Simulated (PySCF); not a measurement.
Species: C₂H₃N₂P.
Numbering: `[cH:1]1[n:2][nH:3][cH:4][p:5]1`

The computed photoelectron lines, unassigned: C 1s: 290.97 (area 1), 291.44 (area 1) eV; N 1s: 405.60 (area 1), 407.47 (area 1) eV; P 1s: 2149.63 eV; P 2p3/2: 136.11 eV.

The calculation used delta-SCF UKS SCAN, pcX-2 on the ionised atom, pcseg-1 elsewhere, spin-free X2C (PySCF). Geometry: PBE0-D3(BJ)/def2-SVP; no solvent, vibrations or thermal averaging.

Order the carbon atoms by C 1s binding energy.

290.97 eV: C1 (aromatic CH next to a ring nitrogen); 291.44 eV: C4 (aromatic CH next to a ring nitrogen). The listed C 1s values span 0.47 eV, from C1 (bonded to N (aromatic in the SMILES), H and P (aromatic in the SMILES)) to C4 (bonded to N (aromatic in the SMILES), H and P (aromatic in the SMILES)). Summing the Pauling electronegativity differences to the bonded atoms, each weighted by its formal bond order, gives -0.15 for the lowest site and -0.15 for the highest; the sum is the same at every site.

Which nitrogen gives which N 1s line?

405.60 eV: N2 (pyridine-type nitrogen); 407.47 eV: N3 (pyrrole-type nitrogen). Lowest listed N 1s: N2, bonded to N (aromatic in the SMILES) and C (aromatic in the SMILES). Highest, 1.87 eV above it: N3, bonded to N (aromatic in the SMILES), C (aromatic in the SMILES) and H. Summing the Pauling electronegativity differences to the bonded atoms, each weighted by its formal bond order, gives -0.74 for the lowest site and -1.58 for the highest; the largest sum, -0.74, belongs to N2, 1.87 eV below the top. The smallest sum, -1.58, belongs to N3, 1.87 eV above the lowest.

Bonded neighbours of each site: C1: N (aromatic in the SMILES), H and P (aromatic in the SMILES); N2: N (aromatic in the SMILES) and C (aromatic in the SMILES); N3: N (aromatic in the SMILES), C (aromatic in the SMILES) and H; C4: N (aromatic in the SMILES), H and P (aromatic in the SMILES); P5: 2 C (aromatic in the SMILES).

Give the binding energy of P 1s of P5 in hartree and in kJ/mol.

2149.63 eV = 78.9974 Eh = 207408 kJ/mol.

2p3/2 and 2p1/2 are the ΔSCF energy of one spin-free 2p hole plus the eigenvalues of a spin–orbit and ligand-field matrix of the shell. 2p1/2 minus 2p3/2 (ligand field included): P 0.89 eV.
